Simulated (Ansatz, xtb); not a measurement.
Relative energy of two conformers of C3H5ClF2

Structure X: `CC(F)(F)CCl`, a singlet. Structure Y: `CC(F)(F)CCl`, a singlet. Both are isolated molecules in the gas phase, relaxed with PBE0-D3(BJ)/def2-SVP.

X (Å):

```xyz
11

C    -0.4179    0.3840    0.7967
C    -0.3983    0.9834   -0.5879
C     0.8843    0.6934   -1.3475
Cl    0.8804    1.4099   -2.9676
F    -0.5665    2.3258   -0.4934
F    -1.4524    0.5047   -1.2943
H    -0.3273   -0.7092    0.7460
H    -1.3756    0.6406    1.2695
H     0.4003    0.7909    1.4056
H     1.7372    1.1031   -0.7905
H     1.0080   -0.3928   -1.4504
```

Y (Å):

```yaml
atoms:
  - { symbol: C, position_ang: [-0.8063, 1.3701, -0.5822] }
  - { symbol: C, position_ang: [-0.8803, 0.1233, -1.4187] }
  - { symbol: C, position_ang: [-1.7078, -1.0223, -0.8573] }
  - { symbol: Cl, position_ang: [-1.1317, -1.5656, 0.7296] }
  - { symbol: F, position_ang: [-1.4410, 0.4170, -2.6272] }
  - { symbol: F, position_ang: [0.3732, -0.3263, -1.6728] }
  - { symbol: H, position_ang: [-1.8119, 1.7812, -0.4220] }
  - { symbol: H, position_ang: [-0.3480, 1.1425, 0.3883] }
  - { symbol: H, position_ang: [-0.1929, 2.1110, -1.1122] }
  - { symbol: H, position_ang: [-2.7545, -0.7064, -0.7613] }
  - { symbol: H, position_ang: [-1.6449, -1.8640, -1.5595] }
```

Energies in hartree; the thermal terms are from PBE0-D3(BJ)/def2-SVP harmonic frequencies (ideal gas, rigid rotor, one conformer each, 298.15 K, 1 atm) and include the zero-point energy:

|  | X | Y |
| --- | --- | --- |
| E, CCSD(T)/def2-SVP | −775.499296 | −775.502228 |
| E, MP2/def2-SVP | −775.426284 | −775.429295 |
| E, MP2/def2-TZVPP | −776.242892 | −776.245057 |
| zero-point energy | 0.079687 | 0.079780 |
| H(298 K) − E | 0.087127 | 0.087166 |
| G(298 K) − E | 0.048750 | 0.048938 |

Problem. Correct the CCSD(T) difference for the basis set by the MP2 change, then work out ΔE, ΔE₀, ΔH and ΔG for X → Y in kJ/mol (1 Eh = 2625.50 kJ/mol) and the equilibrium ratio [Y]/[X].

Solution. 1. Differences Y − X: CCSD(T) −0.002932, MP2 in the small set −0.003011, MP2 in the large set −0.002165 Eh.
2. ΔE = −0.002932 + (−0.002165 − (−0.003011)) = −0.002086 Eh = −5.48 kJ/mol.
3. ΔE₀ = ΔE + ΔZPE = −0.002086 + (+0.000093) Eh = −5.23 kJ/mol.
4. ΔH = ΔE + (+0.000039) Eh = −5.37 kJ/mol.
5. ΔG = ΔE + (+0.000188) Eh = −4.98 kJ/mol, so ΔS = (ΔH − ΔG)/T = −1.3 J/(mol K).
6. kT = 0.9442 mEh, so K = [Y]/[X] = exp(−ΔG/kT) = exp(+2.01) ≈ 7.5.

Structure Y is favoured at this temperature. An error of 4 kJ/mol in ΔG would change K by a factor of 5. Mirror images and further conformers aren't counted.

Other levels gave ΔE = −8.2 (PBE0-D3(BJ)/def2-SVP); −6.9 (HF/def2-SVP); −7.9 (MP2/def2-SVP); −7.7 (CCSD(T)/def2-SVP) kJ/mol. The correlated steps freeze 10 core orbitals. Programs: Ansatz 0.2.0.
